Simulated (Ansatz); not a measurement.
# H4OSi: the cost of one run

Computed with Ansatz 0.2.0 through its Python package. The levels of theory stand in the script.

**1. The system**

Bond lengths: O1–Si2 1.625 Å, O1–H3 0.952 Å, Si2–H4 1.464 Å, Si2–H5 1.454 Å, Si2–H6 1.464 Å. Angles: O1–Si2–H4 110.3°, O1–Si2–H5 101.6°, O1–Si2–H6 110.3°, H4–Si2–H5 112.8°, H4–Si2–H6 108.8°, H5–Si2–H6 112.9°, Si2–O1–H3 122.3°.

The script holds or builds the structure itself.

**2. The script**

The input, cas.py:

```python
"""Active-space calculation on H4OSi."""

from dataclasses import dataclass
import logging
import sys

import ansatz as az

logging.basicConfig(stream=sys.stdout, format="%(levelname)s:%(name)s:%(message)s")
log = logging.getLogger("ansatz_job")
log.setLevel(logging.INFO)


@dataclass(frozen=True)
class RunConfig:
    basis_set: str = "def2-SVP"


settings = RunConfig()

system = (
    az.Crystal.molecule()
    .atom("O", (0.60987, -0.98223, 0.39855))
    .atom("Si", (-0.0571, 0.37443, -0.19755))
    .atom("H", (0.10661, -1.62242, 0.89184))
    .atom("H", (-1.13174, 0.04363, -1.13493))
    .atom("H", (1.08415, 1.00003, -0.84517))
    .atom("H", (-0.61179, 1.18655, 0.88727))
)

model = (
    system.calculation()
    .basis(gaussian=settings.basis_set)
    .correlation(active_electrons=4, active_orbitals=5)
)
for method in [None, "sc_nevpt2", "fic_mrcisd_q"]:
    summary = (model if method is None else model.correlation(method)).run().report
    space = summary["configurations"]
    state = space["states"][0]
    print(method or "casscf", f"total {summary['free_energy_ev'] / 27.211386246:.6f} Ha, active-space state {state['energy']['hartree']:.6f} Ha, mean field {summary['reference_energy_ev'] / 27.211386246:.6f} Ha")
    print("  determinants", state["n_determinants"], " natural occupations", [round(n, 3) for n in space["natural_occupations"]])
print("effectively unpaired electrons, sum of min(n, 2 - n):", round(sum(min(n, 2 - n) for n in space["natural_occupations"]), 3))
```

**3. What the engine is handed**

The package turns the script's settings into the engine's input (first run):

```yaml
crystal:
  periodic: [false, false, false]
  atoms:
    - { symbol: O, position_ang: [0.60987, -0.98223, 0.39855] }
    - { symbol: Si, position_ang: [-0.0571, 0.37443, -0.19755] }
    - { symbol: H, position_ang: [0.10661, -1.62242, 0.89184] }
    - { symbol: H, position_ang: [-1.13174, 0.04363, -1.13493] }
    - { symbol: H, position_ang: [1.08415, 1.00003, -0.84517] }
    - { symbol: H, position_ang: [-0.61179, 1.18655, 0.88727] }
basis:
  gaussian:
    orbitals: def2-SVP
correlation:
  active_space:
    window:
      electrons: 4
      orbitals: 5
```

**4. The run**

Run with:

```console
python cas.py
```

What time and memory should one allow on 1 thread of Arm Neoverse V2, shared host?

About 10 s, with a peak of 0.19 GiB.
